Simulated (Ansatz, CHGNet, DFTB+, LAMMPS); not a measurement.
# Ladder of methods for the lattice parameter a of bcc Li

Reference value: 3.449 Å (measured, low-temperature or extrapolated to 0 K; zero-point anharmonic expansion removed, sources range from 3.443 to 3.453; as tabulated in Csonka et al. (2009), arXiv:0903.4037).

```
level (code)                    value (Å)
------------------------------  ---------
Lennard-Jones uff-vdw (LAMMPS)      2.695
GFN1-xTB (DFTB+)                    4.134
CHGNet 0.3.0 (CHGNet)               3.409
LDA (Ansatz)                          [?]
PBE (Ansatz)                        3.435
```

Q: Complete the blanks.

A: 
- LDA (Ansatz, a quantum-chemistry and plane-wave program), value (Å): 3.363

Errors against the reference: Lennard-Jones uff-vdw -22 %, GFN1-xTB +19.9 %, CHGNet 0.3.0 -1.16 %, LDA -2.49 %, PBE -0.41 %.

Leaving aside Lennard-Jones uff-vdw, which can be fitted to such values or carry a doubt: Closest of these to the reference: PBE (-0.41 %). GFN1-xTB (+19.9 %) misses by most. Every level misses the reference by more than 0.3 %.

Lennard-Jones uff-vdw, GFN1-xTB: the cell moved over 20 % in volume from its start. Lennard-Jones uff-vdw: this is a force field's van der Waals term alone, without bonds or charges. Lennard-Jones uff-vdw: pair potentials favour close packing, so symmetry can be all that holds this lattice. GFN1-xTB: the method was fitted mainly to molecules. Ansatz's density-functional and Hartree–Fock values are scalar-relativistic unless marked +SOC, with PAW data made under PBE.

Machine-learned potentials (CHGNet 0.3.0) are trained on DFT data, which may include these solids.

Differences are worked out from the printed values.
